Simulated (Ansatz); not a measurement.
**Relaxing Si₃F**

Computed with DFT PBE, scalar-relativistic, plane waves, PAW in Ansatz 0.2.0. Cutoff 420 eV, Γ-centred k mesh, Gaussian smearing, no spin polarisation in the final step.

The start puts Si₃F on the sites of a reported LaBr3 cell (P6_3/m, No. 176), with F in place of La, Si in place of Br, at a guessed volume.

```
Si F
1.0
     6.10556    0.00000    0.00000
    -3.05278    5.28757    0.00000
     0.00000    0.00000    3.45868
Si F
6 2
Direct
  0.38506 0.29878 0.25000
  0.08628 0.38506 0.75000
  0.70122 0.08628 0.25000
  0.61494 0.70122 0.75000
  0.91372 0.61494 0.25000
  0.29878 0.91372 0.75000
  0.33333 0.66667 0.25000
  0.66667 0.33333 0.75000
```

Cell and atoms relax at zero pressure; the relaxation can't lower the symmetry of the start. After a coarse first stage the cell is made exact in the group found at 0.06 Å.

Energies over the elements count from the elements' standard structures at the same level (F₂ as a molecule), with no empirical corrections.

(1) Describe the relaxed structure.

(2) What are its volume, energy, density and gap?

Answers

(1) It ends in P6_3/mmc (No. 194). The result has the Ni3Sn (D0_19) structure. Conventional cell: a = 5.918 Å, c = 3.747 Å. Si has 2 F at 2.44 Å and 6 Si at 2.64–2.70 Å (next F at 2.96 Å); F is coordinated by 6 Si at 2.44 Å and 6 Si at 2.96 Å.

```
Si F
1.0
     5.91829    0.00000    0.00000
    -2.95915    5.12539    0.00000
     0.00000    0.00000    3.74671
Si F
6 2
Direct
  0.36289 0.18145 0.25000
  0.18145 0.36289 0.75000
  0.81855 0.18145 0.25000
  0.63711 0.81855 0.75000
  0.81855 0.63711 0.25000
  0.18145 0.81855 0.75000
  0.33333 0.66667 0.25000
  0.66667 0.33333 0.75000
```

(2) The volume per atom is 14.21 Å³. The density is 3.02 g/cm³, the energy over the elements is 0.01 eV/atom and the gap on the 6×6×10 mesh is 0 eV (a metal).

The final run used a 6×6×10 mesh on its 8-atom cell and 0.10 eV smearing. The k mesh leaves about 4 meV/atom of noise in metals. Symmetry constrained the relaxation, so the result can be a saddle point.

Cost: 3 runs of about 0.99 core-minutes in all, on Intel Xeon 6975P-C (Granite Rapids) (shared hosts).